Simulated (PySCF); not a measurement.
# CO2: the cost of one run

The runs use PySCF 2.14.0, with density-fitted response routines of our own; the level of theory stands in each step. All values are computed, except where a source is named. Atoms count from 0, in the outputs and in this text.

## 1. The starting structure

3 atoms, charge 0, multiplicity 1; geometry from: MMFF94s. The atoms were then displaced at random by about 0.03 Å, so the start is not that level's minimum.

Bonds of the start (Å): O0–C1 1.32, C1–O2 1.36.

## 2. Optimising the geometry at PBE0-D3(BJ)/def2-SVP

The job: settings as JSON, then the geometry in Å.

```
{"job": {"xc": "PBE0", "basis": "def2-SVP", "d3": "d3bj", "grid": 1, "shake": 0.03, "kind": "geom"}, "charge": 0, "multiplicity": 1}
O     -1.341740     0.102310     0.012540
C     -0.017030     0.089890    -0.006470
O      1.342370     0.021000    -0.025960
```

Run with:

```console
> OMP_NUM_THREADS=1 python probes_run.py task.json out
```

The driver reads the jobs from task.json and runs them one after another.

Q: Estimate the wall time and peak memory of this first job on 1 thread of Arm Neoverse N1, shared host.

About 4.7 s, with a peak of 0.24 GiB.
